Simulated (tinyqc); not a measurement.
Inside a calculation (part 1 of 2). Method: RHF in the sto-6g basis, for H2O, spin multiplicity 1. Computed by tinyqc, a small Python program that keeps every step (integrals from PySCF). Settings: charge = 0, multiplicity = 1, basis = sto-6g, energy threshold = 1e-10, iteration cap = 55, orthogonalisation = symmetric, start = core, DIIS depth = 8, method = RHF. Command: `OMP_NUM_THREADS=1 python tinyqc.py 29727 29728 out.jsonl` (the two numbers bound the seeds that draw the settings). One thread of a shared host (Intel(R) Xeon(R) Processor @ 2.60GHz), about 0.1 s of CPU time with the checks. Later iterations appear only in the table of the cycle.

## One-electron integrals

Geometry (angstrom):
```
atom         x          y         z
O     0.000000   0.000000  0.000000
H     0.000000   0.830000  0.512000
H     0.000000  -0.830000  0.512000
```

Basis sto-6g: exponents (1/bohr^2) and contraction coefficients of normalised primitives:
```
element  l (shell)     exponent  coefficient
O            s (1)  1355.584234     0.009164
O            s (1)   248.544885     0.049361
O            s (1)    69.533902     0.168538
O            s (1)    23.886772     0.370563
O            s (1)     9.275933     0.416492
O            s (1)     3.820341     0.130334
O            s (2)    52.187762    -0.013253
O            s (2)    10.329320    -0.046992
O            s (2)     3.210345    -0.033785
O            s (2)     1.235135     0.250242
O            s (2)     0.536420     0.595117
O            s (2)     0.245881     0.240706
O            p (3)    52.187762     0.003760
O            p (3)    10.329320     0.037679
O            p (3)     3.210345     0.173897
O            p (3)     1.235135     0.418036
O            p (3)     0.536420     0.425860
O            p (3)     0.245881     0.101708
H            s (1)    35.523221     0.009164
H            s (1)     6.513144     0.049361
H            s (1)     1.822143     0.168538
H            s (1)     0.625955     0.370563
H            s (1)     0.243077     0.416492
H            s (1)     0.100112     0.130334
```

Overlap, kinetic and nuclear-attraction integrals over the contracted functions; the nuclear repulsion is the sum of Za Zb / Rab.

nuclear repulsion = 9.00080203 hartree

overlap S:
```
           1O 1s     1O 2s    1O 2px     1O 2py    1O 2pz     2H 1s      3H 1s
1O 1s   1.000000  0.231145  0.000000   0.000000  0.000000  0.053187   0.053187
1O 2s   0.231145  1.000000  0.000000   0.000000  0.000000  0.465074   0.465074
1O 2px  0.000000  0.000000  1.000000   0.000000  0.000000  0.000000   0.000000
1O 2py  0.000000  0.000000  0.000000   1.000000  0.000000  0.328855  -0.328855
1O 2pz  0.000000  0.000000  0.000000   0.000000  1.000000  0.202860   0.202860
2H 1s   0.053187  0.465074  0.000000   0.328855  0.202860  1.000000   0.203134
3H 1s   0.053187  0.465074  0.000000  -0.328855  0.202860  0.203134   1.000000
```

kinetic energy T (hartree):
```
            1O 1s      1O 2s    1O 2px     1O 2py    1O 2pz      2H 1s      3H 1s
1O 1s   29.327197  -0.896024  0.000000   0.000000  0.000000  -0.003066  -0.003066
1O 2s   -0.896024   0.842618  0.000000   0.000000  0.000000   0.119410   0.119410
1O 2px   0.000000   0.000000  2.531309   0.000000  0.000000   0.000000   0.000000
1O 2py   0.000000   0.000000  0.000000   2.531309  0.000000   0.228358  -0.228358
1O 2pz   0.000000   0.000000  0.000000   0.000000  2.531309   0.140867   0.140867
2H 1s   -0.003066   0.119410  0.000000   0.228358  0.140867   0.768522  -0.002368
3H 1s   -0.003066   0.119410  0.000000  -0.228358  0.140867  -0.002368   0.768522
```

nuclear attraction V (hartree):
```
             1O 1s       1O 2s     1O 2px      1O 2py      1O 2pz      2H 1s      3H 1s
1O 1s   -62.343568   -6.402132   0.000000    0.000000   -0.016614  -1.687698  -1.687698
1O 2s    -6.402132  -10.072509   0.000000    0.000000   -0.186047  -3.732628  -3.732628
1O 2px    0.000000    0.000000  -9.991841    0.000000    0.000000   0.000000   0.000000
1O 2py    0.000000    0.000000   0.000000  -10.166255    0.000000  -2.360390   2.360390
1O 2pz   -0.016614   -0.186047   0.000000    0.000000  -10.058210  -1.509494  -1.509494
2H 1s    -1.687698   -3.732628   0.000000   -2.360390   -1.509494  -5.751075  -1.313253
3H 1s    -1.687698   -3.732628   0.000000    2.360390   -1.509494  -1.313253  -5.751075
```

core Hamiltonian H = T + V (hartree):
```
             1O 1s      1O 2s     1O 2px     1O 2py     1O 2pz      2H 1s      3H 1s
1O 1s   -33.016371  -7.298156   0.000000   0.000000  -0.016614  -1.690764  -1.690764
1O 2s    -7.298156  -9.229891   0.000000   0.000000  -0.186047  -3.613218  -3.613218
1O 2px    0.000000   0.000000  -7.460532   0.000000   0.000000   0.000000   0.000000
1O 2py    0.000000   0.000000   0.000000  -7.634946   0.000000  -2.132031   2.132031
1O 2pz   -0.016614  -0.186047   0.000000   0.000000  -7.526901  -1.368627  -1.368627
2H 1s    -1.690764  -3.613218   0.000000  -2.132031  -1.368627  -4.982553  -1.315622
3H 1s    -1.690764  -3.613218   0.000000   2.132031  -1.368627  -1.315622  -4.982553
```

## Two-electron integrals

Functions are numbered as in S; the eight-fold symmetry (ij|kl) = (ji|kl) = (kl|ij) leaves the list below.

Two-electron integrals (ij|kl) in chemists' order, unique and non-zero (hartree):
```
(11|11) 4.787491    (21|11) 0.675884    (21|21) 0.121505    (22|11) 1.117379
(22|21) 0.249212    (22|22) 0.817383    (31|31) 0.025762    (32|31) 0.039145
(32|32) 0.180664    (33|11) 1.117381    (33|21) 0.249212    (33|22) 0.817382
(33|33) 0.880663    (41|41) 0.025762    (42|41) 0.039145    (42|42) 0.180664
(43|43) 0.047461    (44|11) 1.117381    (44|21) 0.249212    (44|22) 0.817382
(44|33) 0.785741    (44|44) 0.880663    (51|51) 0.025762    (52|51) 0.039145
(52|52) 0.180664    (53|53) 0.047461    (54|54) 0.047461    (55|11) 1.117381
(55|21) 0.249212    (55|22) 0.817382    (55|33) 0.785741    (55|44) 0.785741
(55|55) 0.880663    (61|11) 0.166002    (61|21) 0.028594    (61|22) 0.057334
(61|33) 0.057210    (61|41) 0.001188    (61|42) 0.002316    (61|44) 0.057480
(61|51) 0.000733    (61|52) 0.001429    (61|54) 0.000167    (61|55) 0.057313
(61|61) 0.006859    (62|11) 0.391312    (62|21) 0.088437    (62|22) 0.319641
(62|33) 0.314423    (62|41) 0.006003    (62|42) 0.043690    (62|44) 0.325761
(62|51) 0.003703    (62|52) 0.026951    (62|54) 0.006995    (62|55) 0.318737
(62|61) 0.020906    (62|62) 0.153427    (63|31) 0.009982    (63|32) 0.055661
(63|43) 0.009080    (63|53) 0.005601    (63|63) 0.022098    (64|11) 0.235477
(64|21) 0.053989    (64|22) 0.208146    (64|33) 0.198683    (64|41) 0.013228
(64|42) 0.082765    (64|44) 0.224253    (64|51) 0.002002    (64|52) 0.016720
(64|54) 0.010173    (64|55) 0.201503    (64|61) 0.013369    (64|62) 0.121505
(64|64) 0.117374    (65|11) 0.145258    (65|21) 0.033304    (65|22) 0.128399
(65|33) 0.122561    (65|41) 0.002002    (65|42) 0.016720    (65|44) 0.127133
(65|51) 0.011217    (65|52) 0.065975    (65|54) 0.011900    (65|55) 0.135502
(65|61) 0.008247    (65|62) 0.074953    (65|64) 0.058773    (65|65) 0.058353
(66|11) 0.523484    (66|21) 0.120500    (66|22) 0.496726    (66|33) 0.476703
(66|41) 0.010950    (66|42) 0.107722    (66|44) 0.520215    (66|51) 0.006755
(66|52) 0.066450    (66|54) 0.026841    (66|55) 0.493260    (66|61) 0.028809
(66|62) 0.297327    (66|64) 0.269118    (66|65) 0.166010    (66|66) 0.774999
(71|11) 0.166002    (71|21) 0.028594    (71|22) 0.057334    (71|33) 0.057210
(71|41) -0.001188   (71|42) -0.002316   (71|44) 0.057480    (71|51) 0.000733
(71|52) 0.001429    (71|54) -0.000167   (71|55) 0.057313    (71|61) 0.006741
(71|62) 0.020107    (71|64) 0.011682    (71|65) 0.007928    (71|66) 0.027263
(71|71) 0.006859    (72|11) 0.391312    (72|21) 0.088437    (72|22) 0.319641
(72|33) 0.314423    (72|41) -0.006003   (72|42) -0.043690   (72|44) 0.325761
(72|51) 0.003703    (72|52) 0.026951    (72|54) -0.006995   (72|55) 0.318737
(72|61) 0.020107    (72|62) 0.122081    (72|64) 0.066844    (72|65) 0.057817
(72|66) 0.191860    (72|71) 0.020906    (72|72) 0.153427    (73|31) 0.009982
(73|32) 0.055661    (73|43) -0.009080   (73|53) 0.005601    (73|63) 0.016946
(73|73) 0.022098    (74|11) -0.235477   (74|21) -0.053989   (74|22) -0.208146
(74|33) -0.198683   (74|41) 0.013228    (74|42) 0.082765    (74|44) -0.224253
(74|51) -0.002002   (74|52) -0.016720   (74|54) 0.010173    (74|55) -0.201503
(74|61) -0.011682   (74|62) -0.066844   (74|64) -0.020213   (74|65) -0.030953
(74|66) -0.093606   (74|71) -0.013369   (74|72) -0.121505   (74|74) 0.117374
(75|11) 0.145258    (75|21) 0.033304    (75|22) 0.128399    (75|33) 0.122561
(75|41) -0.002002   (75|42) -0.016720   (75|44) 0.127133    (75|51) 0.011217
(75|52) 0.065975    (75|54) -0.011900   (75|55) 0.135502    (75|61) 0.007928
(75|62) 0.057817    (75|64) 0.030953    (75|65) 0.043892    (75|66) 0.099321
(75|71) 0.008247    (75|72) 0.074953    (75|74) -0.058773   (75|75) 0.058353
(76|11) 0.132485    (76|21) 0.030176    (76|22) 0.116539    (76|33) 0.114254
(76|44) 0.116907    (76|51) 0.002076    (76|52) 0.017339    (76|55) 0.118456
(76|61) 0.007030    (76|62) 0.053704    (76|64) 0.036782    (76|65) 0.029517
(76|66) 0.103845    (76|71) 0.007030    (76|72) 0.053704    (76|74) -0.036782
(76|75) 0.029517    (76|76) 0.022559    (77|11) 0.523484    (77|21) 0.120500
(77|22) 0.496726    (77|33) 0.476703    (77|41) -0.010950   (77|42) -0.107722
(77|44) 0.520215    (77|51) 0.006755    (77|52) 0.066450    (77|54) -0.026841
(77|55) 0.493260    (77|61) 0.027263    (77|62) 0.191860    (77|64) 0.093606
(77|65) 0.099321    (77|66) 0.315115    (77|71) 0.028809    (77|72) 0.297327
(77|74) -0.269118   (77|75) 0.166010    (77|76) 0.103845    (77|77) 0.774999
```

## Orthogonalisation

S = U s U^T; symmetric (Loewdin) form X = U s^(-1/2) U^T, so that X^T S X = 1.

eigenvalues of S: 0.356588  0.422401  0.898262  1.000000  1.077111  1.374466  1.871173

X:
```
            1O 1s      1O 2s    1O 2px     1O 2py     1O 2pz      2H 1s      3H 1s
1O 1s    1.022809  -0.138193  0.000000   0.000000  -0.007924   0.019996   0.019996
1O 2s   -0.138193   1.237142  0.000000   0.000000   0.092584  -0.290886  -0.290886
1O 2px   0.000000   0.000000  1.000000   0.000000   0.000000   0.000000   0.000000
1O 2py   0.000000   0.000000  0.000000   1.122658   0.000000  -0.236840   0.236840
1O 2pz  -0.007924   0.092584  0.000000   0.000000   1.039634  -0.124912  -0.124912
2H 1s    0.019996  -0.290886  0.000000  -0.236840  -0.124912   1.196843  -0.072111
3H 1s    0.019996  -0.290886  0.000000   0.236840  -0.124912  -0.072111   1.196843
```

## Starting guess

The start is the orbitals of the core Hamiltonian; D = 2 C_occ C_occ^T.

D at the start:
```
            1O 1s      1O 2s    1O 2px     1O 2py     1O 2pz      2H 1s      3H 1s
1O 1s    2.127687  -0.592100  0.000000   0.000000  -0.046781   0.088970   0.088970
1O 2s   -0.592100   2.727809  0.000000   0.000000   0.296278  -0.395858  -0.395858
1O 2px   0.000000   0.000000  2.000000   0.000000   0.000000   0.000000   0.000000
1O 2py   0.000000   0.000000  0.000000   2.427782   0.000000  -0.408470   0.408470
1O 2pz  -0.046781   0.296278  0.000000   0.000000   2.138970  -0.217036  -0.217036
2H 1s    0.088970  -0.395858  0.000000  -0.408470  -0.217036   0.140559   0.003110
3H 1s    0.088970  -0.395858  0.000000   0.408470  -0.217036   0.003110   0.140559
```

## Iteration 1: building the Fock matrix

J_ij = sum D_kl (ij|kl), K_ij = sum D_kl (ik|jl); F = H + J - 0.5 K; E = tr D H + tr D J / 2 - 0.25 tr D K + E_nn.

Coulomb J (hartree):
```
            1O 1s      1O 2s    1O 2px     1O 2py     1O 2pz     2H 1s      3H 1s
1O 1s   18.848064   3.397585  0.000000   0.000000   0.004084  0.803463   0.803463
1O 2s    3.397585   8.882608  0.000000   0.000000  -0.004580  3.363664   3.363664
1O 2px   0.000000   0.000000  8.887779   0.000000   0.000000  0.000000   0.000000
1O 2py   0.000000   0.000000  0.000000   8.877027   0.000000  2.142604  -2.142604
1O 2pz   0.004084  -0.004580  0.000000   0.000000   8.883013  1.319082   1.319082
2H 1s    0.803463   3.363664  0.000000   2.142604   1.319082  5.001328   1.200911
3H 1s    0.803463   3.363664  0.000000  -2.142604   1.319082  1.200911   5.001328
```

exchange K (hartree):
```
           1O 1s     1O 2s    1O 2px     1O 2py    1O 2pz     2H 1s      3H 1s
1O 1s   9.899710  1.597671  0.000000   0.000000  0.001284  0.404265   0.404265
1O 2s   1.597671  2.853899  0.000000   0.000000  0.000866  0.946226   0.946226
1O 2px  0.000000  0.000000  2.381382   0.000000  0.000000  0.000000   0.000000
1O 2py  0.000000  0.000000  0.000000   2.367064  0.000000  0.448275  -0.448275
1O 2pz  0.001284  0.000866  0.000000   0.000000  2.374259  0.275647   0.275647
2H 1s   0.404265  0.946226  0.000000   0.448275  0.275647  0.472501   0.268189
3H 1s   0.404265  0.946226  0.000000  -0.448275  0.275647  0.268189   0.472501
```

Fock matrix F (hartree):
```
             1O 1s      1O 2s    1O 2px     1O 2py     1O 2pz      2H 1s      3H 1s
1O 1s   -19.118161  -4.699407  0.000000   0.000000  -0.013172  -1.089434  -1.089434
1O 2s    -4.699407  -1.774232  0.000000   0.000000  -0.191061  -0.722667  -0.722667
1O 2px    0.000000   0.000000  0.236556   0.000000   0.000000   0.000000   0.000000
1O 2py    0.000000   0.000000  0.000000   0.058549   0.000000  -0.213565   0.213565
1O 2pz   -0.013172  -0.191061  0.000000   0.000000   0.168982  -0.187369  -0.187369
2H 1s    -1.089434  -0.722667  0.000000  -0.213565  -0.187369  -0.217476  -0.248805
3H 1s    -1.089434  -0.722667  0.000000   0.213565  -0.187369  -0.248805  -0.217476
```

total energy of this density = -73.97348515 hartree

## Iteration 1: diagonalisation and new density

Diagonalise F' = X^T F X, C = X C', fill 5 alpha and 5 beta electrons from the bottom; D = 2 C_occ C_occ^T. Each column has its largest component positive (the first on a tie).

F' = X^T F X (hartree):
```
            1          2         3          4          5          6          7
1  -18.787228  -2.463372  0.000000   0.000000  -0.015050  -0.194347  -0.194347
2   -2.463372  -0.709365  0.000000   0.000000  -0.043747  -0.407804  -0.407804
3    0.000000   0.000000  0.236556   0.000000   0.000000   0.000000   0.000000
4    0.000000   0.000000  0.000000   0.304447   0.000000  -0.353187   0.353187
5   -0.015050  -0.043747  0.000000   0.000000   0.248460  -0.203011  -0.203011
6   -0.194347  -0.407804  0.000000  -0.353187  -0.203011   0.224179  -0.089576
7   -0.194347  -0.407804  0.000000   0.353187  -0.203011  -0.089576   0.224179
```

orbital energies (hartree): MO1 -19.123249, MO2 -0.750910, MO3 -0.190403, MO4 0.142565, MO5 0.236556, MO6 0.618065, MO7 0.808605

coefficients C:
```
              MO1        MO2        MO3        MO4       MO5        MO6        MO7
1O 1s    0.995637  -0.218331   0.000000   0.116419  0.000000  -0.116549   0.000000
1O 2s    0.020426   0.803652   0.000000  -0.622963  0.000000   0.832504   0.000000
1O 2px   0.000000   0.000000   0.000000   0.000000  1.000000   0.000000   0.000000
1O 2py   0.000000   0.000000   0.561794   0.000000  0.000000   0.000000   1.028073
1O 2pz   0.002660   0.177243   0.000000   0.746573  0.000000   0.729305   0.000000
2H 1s   -0.004646   0.176564   0.463264   0.317196  0.000000  -0.775447  -0.804115
3H 1s   -0.004646   0.176564  -0.463264   0.317196  0.000000  -0.775447   0.804115
```

D after iteration 1:
```
            1O 1s      1O 2s    1O 2px     1O 2py     1O 2pz      2H 1s      3H 1s
1O 1s    2.105029  -0.455299  0.000000   0.000000   0.101733  -0.012494  -0.012494
1O 2s   -0.455299   2.068713  0.000000   0.000000  -0.645184  -0.111602  -0.111602
1O 2px   0.000000   0.000000  2.000000   0.000000   0.000000   0.000000   0.000000
1O 2py   0.000000   0.000000  0.000000   0.631225   0.000000   0.520518  -0.520518
1O 2pz   0.101733  -0.645184  0.000000   0.000000   1.177588   0.536185   0.536185
2H 1s   -0.012494  -0.111602  0.000000   0.520518   0.536185   0.692847  -0.165608
3H 1s   -0.012494  -0.111602  0.000000  -0.520518   0.536185  -0.165608   0.692847
```

## Iteration 2: building the Fock matrix

As before.

Coulomb J (hartree):
```
            1O 1s     1O 2s    1O 2px     1O 2py     1O 2pz     2H 1s      3H 1s
1O 1s   17.330128  3.076777  0.000000   0.000000  -0.010059  0.728960   0.728960
1O 2s    3.076777  8.142282  0.000000   0.000000   0.025386  3.177312   3.177312
1O 2px   0.000000  0.000000  8.154734   0.000000   0.000000  0.000000   0.000000
1O 2py   0.000000  0.000000  0.000000   8.142193   0.000000  2.068073  -2.068073
1O 2pz  -0.010059  0.025386  0.000000   0.000000   8.129918  1.290223   1.290223
2H 1s    0.728960  3.177312  0.000000   2.068073   1.290223  5.070509   1.164329
3H 1s    0.728960  3.177312  0.000000  -2.068073   1.290223  1.164329   5.070509
```

exchange K (hartree):
```
           1O 1s      1O 2s    1O 2px     1O 2py     1O 2pz     2H 1s      3H 1s
1O 1s   9.802084   1.516780  0.000000   0.000000   0.003400  0.383083   0.383083
1O 2s   1.516780   2.581711  0.000000   0.000000  -0.128235  1.101227   1.101227
1O 2px  0.000000   0.000000  2.270080   0.000000   0.000000  0.000000   0.000000
1O 2py  0.000000   0.000000  0.000000   1.719498   0.000000  0.710700  -0.710700
1O 2pz  0.003400  -0.128235  0.000000   0.000000   1.905970  0.491831   0.491831
2H 1s   0.383083   1.101227  0.000000   0.710700   0.491831  1.295252   0.359573
3H 1s   0.383083   1.101227  0.000000  -0.710700   0.491831  0.359573   1.295252
```

Fock matrix F (hartree):
```
             1O 1s      1O 2s     1O 2px     1O 2py     1O 2pz      2H 1s      3H 1s
1O 1s   -20.587284  -4.979769   0.000000   0.000000  -0.028373  -1.153346  -1.153346
1O 2s    -4.979769  -2.378464   0.000000   0.000000  -0.096544  -0.986519  -0.986519
1O 2px    0.000000   0.000000  -0.440838   0.000000   0.000000   0.000000   0.000000
1O 2py    0.000000   0.000000   0.000000  -0.352502   0.000000  -0.419308   0.419308
1O 2pz   -0.028373  -0.096544   0.000000   0.000000  -0.349968  -0.324319  -0.324319
2H 1s    -1.153346  -0.986519   0.000000  -0.419308  -0.324319  -0.559669  -0.331080
3H 1s    -1.153346  -0.986519   0.000000   0.419308  -0.324319  -0.331080  -0.559669
```

total energy of this density = -75.65824666 hartree

## Iteration 2: DIIS over 2 matrices

error matrix X^T (FDS - SDF) X:
```
           1          2         3          4          5          6          7
1   0.000000  -0.019349  0.000000   0.000000  -0.021842   0.026251   0.026251
2   0.019349   0.000000  0.000000   0.000000  -0.057513   0.008790   0.008790
3   0.000000   0.000000  0.000000   0.000000   0.000000   0.000000   0.000000
4   0.000000   0.000000  0.000000   0.000000   0.000000  -0.076156   0.076156
5   0.021842   0.057513  0.000000   0.000000   0.000000  -0.068105  -0.068105
6  -0.026251  -0.008790  0.000000   0.076156   0.068105   0.000000   0.000000
7  -0.026251  -0.008790  0.000000  -0.076156   0.068105   0.000000   0.000000
```

B (overlaps of the stored error matrices):
```
                1               2
1   4.1066036e+00  -3.3104256e-01
2  -3.3104256e-01   5.3135877e-02
```

Minimise |sum c_i e_i|^2 with sum c_i = 1: solve [B -1; -1 0][c; lambda] = [0; -1] with B_ij = tr e_i^T e_j, and take F = sum c_i F_i.

DIIS coefficients: 0.079675  0.920325

extrapolated F (hartree):
```
             1O 1s      1O 2s     1O 2px     1O 2py     1O 2pz      2H 1s      3H 1s
1O 1s   -20.470232  -4.957431   0.000000   0.000000  -0.027162  -1.148254  -1.148254
1O 2s    -4.957431  -2.330322   0.000000   0.000000  -0.104075  -0.965497  -0.965497
1O 2px    0.000000   0.000000  -0.386867   0.000000   0.000000   0.000000   0.000000
1O 2py    0.000000   0.000000   0.000000  -0.319752   0.000000  -0.402916   0.402916
1O 2pz   -0.027162  -0.104075   0.000000   0.000000  -0.308621  -0.313408  -0.313408
2H 1s    -1.148254  -0.965497   0.000000  -0.402916  -0.313408  -0.532405  -0.324525
3H 1s    -1.148254  -0.965497   0.000000   0.402916  -0.313408  -0.324525  -0.532405
```
